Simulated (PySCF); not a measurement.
C6H4O2.
Z-matrix (Å and degrees, PBE0-D3(BJ)/def2-TZVP geometry), rows numbered from 1:
```
C 
C   1  1.3629
C   2  1.4168  1  103.32
O   3  1.3469  2  141.24  1   179.98
C   4  1.3686  3  105.05  2   180.00
C   5  1.3630  4  112.87  3    -0.06
C   3  1.3599  2  108.18  1    -0.08
O   7  1.3474  3  110.55  2     0.14
H   1  1.0770  2  131.74  3   179.96
H   2  1.0773  1  126.25  3   179.84
H   5  1.0769  4  115.34  3   179.95
H   6  1.0773  5  126.22  4  -179.98
```

The closed-shell ground state was solved at several levels (PySCF, density fitting, gas phase, non-relativistic). Geometry: PBE0-D3(BJ)/def2-TZVP; no solvent, vibrations or thermal averaging. The dipole stays under 0.02 D at every level.

| level | basis functions | HOMO (eV) | LUMO (eV) | gap (eV) |
| --- | --- | --- | --- | --- |
| CAM-B3LYP/aug-cc-pVTZ | 460 | -7.31 | 0.33 | 7.64 |
| PBE0/pcSseg-2 | 344 | -6.09 | -0.31 | 5.78 |
| wB97X-D/aug-cc-pVTZ | 460 | -7.80 | 0.88 | 8.68 |

Question: What might PBE0/aug-cc-pVTZ (460 basis functions) give for the same quantities?

Answer: HOMO -6.08 eV, LUMO -0.35 eV, gap 5.73 eV.

Question: Over all these levels, which gives the widest orbital gap and which the narrowest?

Answer: wB97X-D/aug-cc-pVTZ (range-separated hybrid) has the widest, 8.68 eV, and PBE0/aug-cc-pVTZ (global hybrid, 25 % exact exchange) the narrowest, 5.73 eV. The two share the basis. From the narrowest to the widest the HOMO moves by -1.72 eV and the LUMO by +1.23 eV.
